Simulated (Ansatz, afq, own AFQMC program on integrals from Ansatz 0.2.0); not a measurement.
Two steps: Ansatz 0.2.0 writes the Fock matrix and Cholesky factors of the valence space, and afq projects on them the lowest state that overlaps trial and start.

```yaml
crystal:
  periodic: [false, false, false]
  atoms:
    - {symbol: C, position_ang: [0.000000, 0.000000, 0.000000]}
    - {symbol: H, position_ang: [1.093152, 0.013897, -0.000233]}
    - {symbol: H, position_ang: [-0.558612, 0.939744, -0.002802]}
    - {symbol: H, position_ang: [-0.534540, -0.953642, 0.003036]}
basis:
  gaussian: {orbitals: cc-pVDZ}
total_charge: 1
magnetization: {spin_polarized: false}
correlation: {method: ccsd_t, electrons: outside_noble_gas, hamiltonian_folder: ham}
```

```sh
$ ansatz run in.yaml --threads 1 --pin off --events-out ev --progress --plain --max-ram 24576MiB --backend cuda --devices 0, --max-vram 18GiB
```

Options of the walk:

```
--method phaseless --trial cisd --walkers 10 --populations 1 --least-time 40 --time-step 0.0025 --steps-per-block 25 --equilibration-blocks 160 --max-blocks 320 --target-error 0.00058 --factor-cut 0.0001 --seed 8909 --taylor-order 6
```

Times are imaginary, in 1/Eh. The walk had a cap of 60 s.

Log:

```
orbitals 28  electrons 3 3  factors 175 of 259
reference energy -39.23572290 Eh
CCSD correlation -0.12969935 Eh in 8 cycles, weight of the determinant in the CISD state 0.9480
energy of the start -39.365419 Eh
 block  time / (1/Eh)  mean weight  energy / Eh
     1     0.062  1.0006  -39.365044
     2     0.125  0.9979  -39.364954
     3     0.188  1.0008  -39.364841
     4     0.250  1.0014  -39.364667
     5     0.312  1.0003  -39.364793
     8     0.500  1.0018  -39.365018
    13     0.812  1.0009  -39.367252
    49     3.062  1.0018  -39.365715
    73     4.562  1.0015  -39.364396
    85     5.312  0.9977  -39.366611
   109     6.813  0.9972  -39.374831
   121     7.562  0.9996  -39.367786
   157     9.812  0.9987  -39.367050
   193    12.062  0.9991  -39.365498
   229    14.312  1.0016  -39.368368
   265    16.562  1.0016  -39.366414
   301    18.812  1.0007  -39.366326
   337    21.062  1.0013  -39.371524
   373    23.312  0.9987  -39.368621
   409    25.562  1.0015  -39.365459
   445    27.812  0.9971  -39.368220
   469    29.313  1.0003  -39.367147
blocks merged  error / Eh  count
     1  0.000171  320
     2  0.000229  160
     4  0.000293  80
     8  0.000380  40
    16  0.000415  20
    32  0.000550  10
energy -39.367478 +/- 0.000415 Eh
(rows thinned)
```

The run failed at least one of its tests; the cautions name the faults.

Against this walk (error 11.3 meV) on the same determinant: CCSD(T) 5.7 meV higher (within the noise), CCSDT(Q) 5.3 meV lower (within the noise), CCSDTQ 5.6 meV lower (within the noise), full CI 5.6 meV lower (within the noise), a separate phaseless walk with a CISD trial and standard settings 4.0 ± 11.3 meV lower (within the noise). The error is statistical and leaves out the bias of the constraint.

Cautions: constraint bias not in the error; error not settled; the sampling time fell short of the least asked; so few walkers bias the energy.

The walk took 36 s on 1 × NVIDIA H100 80GB HBM3 with 2 threads of AMD EPYC 7R13 Processor (Zen 3), on a shared host (the card was shared). The log's last line is the phaseless energy.

CCSDT and higher add their correlation energy to the determinant of the CCSD(T) run, since their own runs factorise the integrals more tightly (a shift of under 2 meV). A walk keeps the symmetry of its determinant, which the program's search chose and which needn't be the lowest solution, so a lower state of the same spin and another symmetry isn't excluded.
